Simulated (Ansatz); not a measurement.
`O=C=NCF`, relaxed with RKS PBE0-D4/def2-TZVP in Ansatz from a PBE-D4/def2-SVP geometry. The force threshold is 0.005 eV/Å; the program also tests the step.

Total charge 0; spin multiplicity 1.

Start:

```xyz
7

O    -1.006    2.324    0.953
C    -0.785    1.261    0.491
N    -0.688    0.149    0.000
C     0.355   -0.764   -0.314
F     1.589   -0.312    0.107
H     0.390   -0.918   -1.417
H     0.146   -1.740    0.180
```

(1) By how much does the energy fall, and how many steps does the optimiser take? (Best estimate.)

(2) Which bonds change most? (An estimate is asked.)

(3) Give the relaxed structure. (Estimate.)

Answers

(1) Ansatz gave: 5.50 kJ/mol, in 9 steps.

(2) Computed: C4–H6 from 1.115 to 1.093 Å; C4–H7 from 1.114 to 1.093 Å; O1–C2 from 1.180 to 1.162 Å; C2–N3 from 1.219 to 1.203 Å.

(3) The calculation gave: 
```xyz
7

O    -0.951    2.274    0.961
C    -0.776    1.231    0.480
N    -0.714    0.147   -0.037
C     0.338   -0.756   -0.316
F     1.551   -0.275    0.110
H     0.401   -0.920   -1.395
H     0.151   -1.702    0.198
```
